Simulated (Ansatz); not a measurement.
## Relaxing a trial structure of AlH3O

The starting geometry of this gas-phase triplet was optimised with GFN2-xTB as a singlet.

```xyz
5

Al    0.1935    1.3464   -0.3154
O    -0.6803   -0.3567   -0.8640
H    -0.1908    0.6482    1.3192
H    -1.1027   -1.1822   -1.1373
H    -0.6548   -0.2813    0.1255
```

**Question.** Predict what becomes of its bonds when it is optimised with B3LYP/6-31G*.

**Answer.** A bond breaks, giving a structure given below by its coordinates. Distances that change by over a tenth: Al1–H3 (1.82 → 1.60 Å). Contacts that open: Al1–H5 (1.89 → 2.62 Å).

The energy falls by 0.96 eV over 20 steps:

```json
{"step": "1", "E − E(last) (eV)": "0.956"}
{"step": "3", "E − E(last) (eV)": "0.397"}
{"step": "5", "E − E(last) (eV)": "0.168"}
{"step": "7", "E − E(last) (eV)": "0.052"}
{"step": "9", "E − E(last) (eV)": "0.040"}
{"step": "12", "E − E(last) (eV)": "0.028"}
{"step": "14", "E − E(last) (eV)": "0.015"}
{"step": "16", "E − E(last) (eV)": "0.001"}
{"step": "18", "E − E(last) (eV)": "0.000"}
{"step": "20", "E − E(last) (eV)": "0.000"}
```

Final geometry (Å):

```xyz
5

Al    0.5296    0.8465    0.0378
O    -0.9407   -0.5348   -0.4385
H    -0.1224    1.8274    1.1241
H    -1.2044   -0.5141   -1.3741
H    -0.6972   -1.4506   -0.2213
```

Frequencies at the end are all real (lowest 174 cm⁻¹). Open shells are spin-unrestricted. The triplet needn't be the ground state. Run with Ansatz 0.2.0, 38 s on 1 thread of Arm Neoverse V1, with other jobs on the host.
